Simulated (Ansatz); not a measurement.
**SiGeCl, quartet: the ladder up to UCCSDT(Q)**

Geometry: that of the SiGeCl, doublet, kept fixed. The doublet lies 1.5 eV lower here.

```yaml
atoms:
  - { symbol: Cl, position_ang: [0.0000, 0.8853, 1.3034] }
  - { symbol: Ge, position_ang: [0.0000, 0.0874, -0.9839] }
  - { symbol: Si, position_ang: [0.0000, -1.3435, 0.8994] }
```

Basis cc-pVDZ; Ansatz 0.2.0. Only valence electrons are correlated (noble-gas cores and the filled d shells of p-block atoms frozen), which leaves 15 electrons in 39 orbitals. Prefix R: restricted or restricted open-shell reference; prefix U: unrestricted. Active spaces: valence = (13e, 11o, short of the full valence) chosen from the atoms' valence shells. No spin–orbit coupling is included, and no scalar relativity.

Full CI isn't at hand for all of this; UCCSDT(Q) serves as the reference, and is uncertain by about the last step of the cluster series. The frozen core follows each run's orbitals, which can shift R against U totals by a few meV for light atoms and by up to 0.1 eV past Ca.

- UHF ⟨S²⟩: 3.813
- T1 diagnostic (RCCSD): 0.0228
- largest doubles amplitude (RCCSD): 0.054
- T1 diagnostic (UCCSD): 0.0216

```json
{"level": "UHF", "E − E(RHF) (eV)": "-0.2743"}
{"level": "UMP2", "E − E(RHF) (eV)": "-7.1563"}
{"level": "UCCSD", "E − E(RHF) (eV)": "-8.1582"}
{"level": "UCCSD(T)", "E − E(RHF) (eV)": "-8.4227"}
```

**Question.** Estimate how far UCCSDT(Q) in cc-pVDZ lies from UCCSD(T). The table doesn't fix it; the size of (T) and the diagnostics are the guide.

**Answer.** UCCSDT(Q) in cc-pVDZ lies 59 meV below UCCSD(T), which is 22 % of the (T) step (-265 meV). The diagnostics are small and the rest is a small part of (T), but (T) is large here. The miss exceeds 1 kcal/mol.

The other levels:

| level | E − E(UCCSDT(Q)) (meV) | share of correlation (%) | wall time |
| --- | --- | --- | --- |
| UCCSDT | 23 | 99.73 | – |

The correlation energy at UCCSDT(Q), counted from RHF, is -8.482 eV. That run took 73 s on 1 thread of Arm Neoverse V1, shared host.

Run but not shown, since their state or frozen core can't be matched to the reference's or they repeat it: RHF, RMP2, CISD, RCCSD, RCCSD(T), BCCD(T), RCCSDT, RCCSDT(Q), CASSCF (valence space), NEVPT2 (valence space), MRCISD (valence space), MRCISD+Q (valence space).

Times hold each run's SCF and search for its determinant on a shared host, so for small cases they say little of a method's own cost; they ran on 1 thread of Arm Neoverse V1.

Natural occupations of CASSCF (valence space) about the gap: 1.969 1.955 1.005 1.003 1.000 0.045 0.033 0.024; effectively unpaired electrons, Σ n²(2−n)², 3.03.
